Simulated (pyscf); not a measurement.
Single points on ωB97X-D3(BJ)/def2-SVP structures (PySCF, gas phase).

Q: Estimate the classical barrier height and the reaction energy of •O–Si(OH)(OH)–OH + hydrogen (H₂) → orthosilicic acid (HO–Si(OH)(OH)–OH) + H atom (H•) at ωB97M-D3(BJ)/def2-TZVP. The step runs on the doublet surface, breaks H–H and forms H–O; take the separated reactants as zero.

A: ΔE‡ = 0.22 eV, ΔE = -0.77 eV. Zero-point energy shifts the barrier by -0.01 eV. It is a hydrogen abstraction, with an imaginary mode of 877i cm⁻¹. This is the saddle that the search found; another between the same sides may lie lower. The angle at the transferred H is 157°.
